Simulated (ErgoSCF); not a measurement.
**doublet [SiNH5]+: a chain of runs**

Wanted: a series of 11 runs (UPBE/STO-3G, PBE/3-21G, UPBE/3-21G, PBE/6-31G, UPBE/6-31G, PBE/6-31G*, UPBE/6-31G*, PBE/6-31G**, and more) of H5NSi. 

The results are computed with ErgoSCF 3.8.

1 further run of the same task is left out (set aside as unsound or not needed).

## Step 1: The structure to begin with

[SiNH5]+: 7 atoms, total charge +1, spin state doublet. SMILES of the parent species: `N[SiH3]`. Geometry: relaxed at GFN2-xTB. That shape belongs to the parent species and isn't relaxed for this state.

Bond lengths: N1–Si2 1.723 Å, N1–H3 1.007 Å, N1–H4 1.007 Å, Si2–H5 1.461 Å, Si2–H6 1.472 Å, Si2–H7 1.461 Å. Angles: N1–Si2–H5 104.9°, N1–Si2–H6 115.2°, N1–Si2–H7 104.9°, Si2–N1–H3 118.9°, Si2–N1–H4 118.7°, H5–Si2–H6 109.3°, H5–Si2–H7 113.3°, H6–Si2–H7 109.2°, H3–N1–H4 109.5°.

## Step 2: A single-point energy at UPBE/STO-3G (run 1)

job.ego reads:

```
set_nthreads(1)
tmpdir = "."
scf.max_number_of_iterations = 70
spin_polarization = 1
basis = "STO-3G"
scf.use_diagonalization = 1
scf.convergence_threshold = 1e-06
charge = 1
scf.output_mulliken_pop = 1
molecule_inline Angstrom
N       -0.087080      -1.041940      -0.038960
Si       0.122170       0.667770      -0.086960
H       -1.009980      -1.422530      -0.170070
H        0.396770      -1.568660       0.670580
H       -0.553700       1.095540      -1.309040
H       -0.436660       1.401050       1.061110
H        1.568470       0.868760      -0.126670
EOF
run "PBE"
```

The basis set STO-3G is read from a file made from the Basis Set Exchange's data (not shown).

Started as:

```bash
ergo job.ego
```

Standard output:

```text
[...]
INDF Weighted mixed functional:
[...]
INSC Energy   1 =       -281.71184716781
[...]
INDE E_LUMO =         -0.43054785339
[...]
INSC Energy  13 =       -342.64848264134  ( diff     -0.000000000180762 )
[...]
RESC CONVERGED after  13 iterations.
RESC FINAL ENERGY:       -342.64848264134
RESC FINAL <S2> =          0.75297956090
[...]
INSC SCF: dipole_moment_x [atomic units] =      -0.27720068
INSC SCF: dipole_moment_y [atomic units] =      -0.63704526
INSC SCF: dipole_moment_z [atomic units] =       0.38003887
[...]
```

It took 1.4 s on 1 thread of Arm Neoverse V2, shared host; peak memory 0.26 GiB.

## Step 3: Singlet neutral SiNH5: the energy at PBE/3-21G (run 2)

job.ego: that of step 2 with these lines changed.

```diff
@@ -2,9 +2,7 @@
 tmpdir = "."
+scf.convergence_threshold = 1e-06
+scf.output_mulliken_pop = 1
+basis = "3-21G"
 scf.max_number_of_iterations = 70
-spin_polarization = 1
-basis = "STO-3G"
 scf.use_diagonalization = 1
-scf.convergence_threshold = 1e-06
-charge = 1
-scf.output_mulliken_pop = 1
 molecule_inline Angstrom
```

The basis set 3-21G is read from a file made from the Basis Set Exchange's data (not shown).

Started as:

```bash
ergo job.ego
```

Standard output:

```text
[...]
INDF Weighted mixed functional:
[...]
INSC Energy   1 =       -209.27080658471
[...]
INDE E_LUMO =          0.01836736633
[...]
INSC Energy  11 =       -345.15687595161  ( diff     -0.000000000565080 )
[...]
RESC CONVERGED after  11 iterations.
RESC FINAL ENERGY:       -345.15687595161
[...]
INSC SCF: dipole_moment_x [atomic units] =      -0.26637416
INSC SCF: dipole_moment_y [atomic units] =      -0.33107371
INSC SCF: dipole_moment_z [atomic units] =       0.38197829
[...]
```

Wall time 1.3 s (1 thread of Arm Neoverse V2, shared host); peak memory 0.26 GiB.

Runs 3 to 9 aren't shown in full; the table further down has their settings and results.

## Step 4: Singlet neutral SiNH5: the energy at PBE/6-311G(d,p) (run 10)

job.ego: that of step 3 with these lines changed.

```diff
@@ -4,3 +4,3 @@
 scf.output_mulliken_pop = 1
-basis = "3-21G"
+basis = "6-311G**"
 scf.max_number_of_iterations = 70
```

The basis set 6-311G** is read from a file made from the Basis Set Exchange's data (not shown).

Started as:

```bash
ergo job.ego
```

Standard output:

```text
INMA ERGO version 3.8
[... 1 line left out ...]
INMA  convergence_threshold := 1e-06
[... 63 lines left out ...]
INSC nuclearEnergy, energy_2el, energy = 65.161222, 200.520648, -346.661744
[... 53 lines left out ...]
INSC nuclearEnergy, energy_2el, energy = 65.161222, 196.064154, -347.054049
[... 59 lines left out ...]
INSC nuclearEnergy, energy_2el, energy = 65.161222, 196.064154, -347.054049
[... 35 lines left out ...]
INSC SCF: dipole_moment_z [atomic units] =       0.31881992
[... 8 lines left out ...]
INSC Sum of Mulliken atomic charges:      -0.0000000
```

Standard output:

```text
Inline main molecule with 7 atoms.
```

Run time: 32 s. Hardware: 1 thread of Arm Neoverse V2, shared host; peak memory 0.26 GiB.

The run stopped without converging.

## Step 5: A single-point energy at UPBE/6-311G(d,p) (run 11)

job.ego: that of step 4 with these lines changed.

```diff
@@ -2,7 +2,9 @@
 tmpdir = "."
+scf.max_number_of_iterations = 70
+spin_polarization = 1
+basis = "6-311G**"
+scf.use_diagonalization = 1
 scf.convergence_threshold = 1e-06
+charge = 1
 scf.output_mulliken_pop = 1
-basis = "6-311G**"
-scf.max_number_of_iterations = 70
-scf.use_diagonalization = 1
 molecule_inline Angstrom
```

The basis set 6-311G** is read from a file made from the Basis Set Exchange's data (not shown).

Started as:

```bash
ergo job.ego
```

Standard output:

```text
[...]
INDF Weighted mixed functional:
[...]
INSC Energy   1 =       -155.27584556529
[...]
INDE E_LUMO =         -0.48547317799
[...]
INSC Energy  32 =       -346.70263573076  ( diff     -0.000000000018360 )
[...]
RESC CONVERGED after  32 iterations.
RESC FINAL ENERGY:       -346.70263573076
RESC FINAL <S2> =          0.75449280171
[...]
INSC SCF: dipole_moment_x [atomic units] =      -0.26315291
INSC SCF: dipole_moment_y [atomic units] =      -0.46743943
INSC SCF: dipole_moment_z [atomic units] =       0.39459720
[...]
```

It took 19 s on 1 thread of Arm Neoverse V2, shared host; peak memory 0.26 GiB.

## Step 6: The series

```tsv
run	level	partner	energy (Eh)	⟨S²⟩	wall time
1	UPBE/STO-3G	cation	-342.648483	0.753	1.4 s
2	PBE/3-21G	base	-345.156876	–	1.3 s
3	UPBE/3-21G	cation	-344.820679	0.754	1.9 s
4	PBE/6-31G	base	-346.949061	–	1.8 s
5	UPBE/6-31G	cation	-346.608065	0.754	2.4 s
6	PBE/6-31G* (spherical functions)	base	-346.998388	–	5.7 s
7	UPBE/6-31G* (spherical functions)	cation	-346.650954	0.754	9.6 s
8	PBE/6-31G** (spherical functions)	base	-347.008296	–	5.4 s
9	UPBE/6-31G** (spherical functions)	cation	-346.661007	0.754	7.5 s
10	PBE/6-311G**	base	not converged	–	32 s
11	UPBE/6-311G**	cation	-346.702636	0.754	19 s
```

## Step 7: What came out

| quantity | value |
| --- | --- |
| run 11, UPBE/6-311G**: total energy | -346.70264 Eh |
| run 11, UPBE/6-311G**: ⟨S²⟩ | 0.754 |
| vertical ionisation energy (to the doublet cation), PBE/3-21G | 9.148 eV |
| vertical ionisation energy (to the doublet cation), PBE/6-31G | 9.279 eV |
| vertical ionisation energy (to the doublet cation), PBE/6-31G* | 9.454 eV |
| vertical ionisation energy (to the doublet cation), PBE/6-31G** | 9.450 eV |

In words: At PBE/3-21G: removing an electron at fixed nuclei costs 9.15 eV (211 kcal/mol). At PBE/6-31G: the vertical ionisation energy comes to 9.28 eV (214 kcal/mol). At PBE/6-31G*: removing an electron at fixed nuclei costs 9.45 eV (912 kJ/mol). At PBE/6-31G**: removing an electron at fixed nuclei costs 9.45 eV (912 kJ/mol). In run 1 the basis is minimal, so the values are rough. All runs together took 88 s, the longest 32 s. 1 of the 11 runs did not end normally.
